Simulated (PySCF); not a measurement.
Screening by computed properties: pick the candidate that meets the target.

Each SMILES stands for a single optimised conformer of the isolated species (atoms past krypton carry core potentials, spin–orbit coupling is left out); the electronic structure was computed with PySCF and density fitting.

Dipoles, sizes and rotational constants follow the conformer. The torsions of the flexible species, by atom-mapped SMILES:
- `[F:1][C:2]([F:3])([F:4])[O:5][c:6]1[cH:7][cH:8][s:9][cH:10]1`: F1–C2–O5–C6 -175°, C2–O5–C6–C7 -14°
- `[BH2-:1]1[NH2+:2][BH2-:3][NH+:4]1[CH:5]1[CH2:6][CH2:7][CH2:8]1`: B3–N4–C5–C6 76°

**Question.** Wanted: HOMO–LUMO gap above 10 eV (CAM-B3LYP/def2-SVPD) and lowest triplet excitation (Tamm–Dancoff) above 4 eV (TDA CAM-B3LYP/def2-SVPD), at PBE0-D3(BJ)/def2-SVP geometries. Which candidate meets both?
A. `[H]B([H])C[SiH3]`
B. `C=CCl`
C. `CN=[PH3]`
D. `C[N](C)[Zr]([Cl])([Cl])[Cl]`
E. `N(/[H])=C/C#CC`

**Answer.** A. Computed values:
```csv
species,HOMO–LUMO gap,lowest triplet excitation (Tamm–Dancoff)
C[N](C)[Zr]([Cl])([Cl])[Cl],7.79 eV,3.93 eV
CN=[PH3],8.62 eV,4.72 eV
N(/[H])=C/C#CC,8.86 eV,3.78 eV
C=CCl,9.72 eV,4.13 eV
[H]B([H])C[SiH3],10.11 eV,5.24 eV
```

**Question.** Wanted: vertical ionisation energy below 9.4 eV (ΔSCF CAM-B3LYP/def2-SVPD) and smallest rotational constant above 0.8 GHz (PBE0-D3(BJ)/def2-SVP), at PBE0-D3(BJ)/def2-SVP geometries. Which candidate meets both?
A. `[PH3]=NC`
B. `FC(F)(F)Oc1ccsc1`
C. `C1CCC1[NH+]1[BH2-][NH2+][BH2-]1`
D. `C=CCl`
E. `[H]/N=C\C#CC`

**Answer.** A. Computed values:
```csv
species,vertical ionisation energy,smallest rotational constant
[PH3]=NC,8.40 eV,5.253 GHz
FC(F)(F)Oc1ccsc1,9.11 eV,0.586 GHz
C1CCC1[NH+]1[BH2-][NH2+][BH2-]1,9.78 eV,1.029 GHz
[H]/N=C\C#CC,9.94 eV,2.046 GHz
C=CCl,10.08 eV,5.440 GHz
```

**Question.** Wanted: electronic spatial extent ⟨r²⟩ about the centre of nuclear charge between 300 bohr² and 400 bohr² (CAM-B3LYP/def2-SVPD) and static isotropic polarisability below 86 au (CAM-B3LYP/def2-SVPD), at PBE0-D3(BJ)/def2-SVP geometries. Which candidate meets both?
A. `[BH2-]1[NH2+][BH2-][NH+]1C1CCC1`
B. `C=CCl`
C. `FC(F)(F)Oc1ccsc1`
D. `[H]/N=C\C#CC`
E. `CN=[PH3]`
F. `[H]B([H])C[SiH3]`

**Answer.** F. Computed values:
```
                        species  electronic spatial extent ⟨r²⟩ about the centre of nuclear charge  static isotropic polarisability
                          C=CCl                                                          246 bohr²                          40.3 au
                       CN=[PH3]                                                          290 bohr²                          49.9 au
               [H]B([H])C[SiH3]                                                          313 bohr²                          56.5 au
                   [H]/N=C\C#CC                                                          585 bohr²                          58.3 au
[BH2-]1[NH2+][BH2-][NH+]1C1CCC1                                                         1208 bohr²                          91.0 au
               FC(F)(F)Oc1ccsc1                                                         1762 bohr²                          80.4 au
```

**Question.** Wanted: lowest singlet excitation below 4.4 eV (TDDFT CAM-B3LYP/def2-SVPD) and HOMO energy above -9.1 eV (CAM-B3LYP/def2-SVPD), at PBE0-D3(BJ)/def2-SVP geometries. Which candidate meets both?
A. `CN=[PH3]`
B. `[NH2+]1[BH2-][NH+]([BH2-]1)C1CCC1`
C. `C[N](C)[Zr]([Cl])([Cl])[Cl]`
D. `FC(F)(F)OC1=CSC=C1`
E. `C(B)[SiH3]`
F. `[H]/N=C\C#CC`

**Answer.** C. Computed values:
```csv
species,lowest singlet excitation,HOMO energy
C[N](C)[Zr]([Cl])([Cl])[Cl],4.06 eV,-8.80 eV
[H]/N=C\C#CC,4.81 eV,-9.02 eV
CN=[PH3],5.08 eV,-7.58 eV
FC(F)(F)OC1=CSC=C1,5.62 eV,-8.36 eV
C(B)[SiH3],5.89 eV,-10.44 eV
[NH2+]1[BH2-][NH+]([BH2-]1)C1CCC1,7.24 eV,-9.13 eV
```
